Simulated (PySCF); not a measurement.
Compound: pentafluorophosphorane, PF5.
SMILES: `FP(F)(F)(F)F`

Theory: EOM-IP-CCSD/aug-cc-pVDZ in PySCF, restricted Hartree–Fock reference, 10 core orbitals frozen, non-relativistic, gas phase, PBE0-D3(BJ)/def2-SVP geometry.

Hartree–Fock orbital energies give these Koopmans values (eV): HOMO/HOMO-1 18.09, HOMO-2/HOMO-3 18.64, HOMO-4 18.95, HOMO-5 19.20, HOMO-6 19.53.

Question: What vertical ionisation energies does EOM-IP-CCSD give?

Answer: 
| leading hole (HF orbital) | Koopmans (eV) | EOM-IP-CCSD (eV) | change (eV) | one-hole share |
| --- | --- | --- | --- | --- |
| HOMO/HOMO-1 | 18.09 | 15.48 | -2.61 | 0.95 |
| HOMO-2/HOMO-3 | 18.64 | 16.20 | -2.44 | 0.95 |
| HOMO-4 | 18.95 | 16.53 | -2.42 | 0.95 |
| HOMO-6 | 19.53 | 17.07 | -2.46 | 0.95 |
| HOMO-5 | 19.20 | 17.35 | -1.85 | 0.95 |

Question: Does the order of the lines follow the orbital energies?

Answer: No: the HOMO-6 hole (17.07 eV) falls below the HOMO-5 hole (17.35 eV). The corrections run from -2.61 to -1.85 eV, with a mean of -2.36 eV over the 5 lines; no line lies above its Koopmans value. Koopmans values leave out both the relaxation of the orbitals and the change in correlation energy.

Question: At what kinetic energies would He I light (21.22 eV) eject these electrons?

Answer: 5.74 eV (HOMO/HOMO-1), 5.02 eV (HOMO-2/HOMO-3), 4.69 eV (HOMO-4), 4.15 eV (HOMO-6), 3.87 eV (HOMO-5).

One root was sought for each valence orbital with −ε under 21 eV, eight at most, so deeper holes and satellites are missing; no vibrational structure.
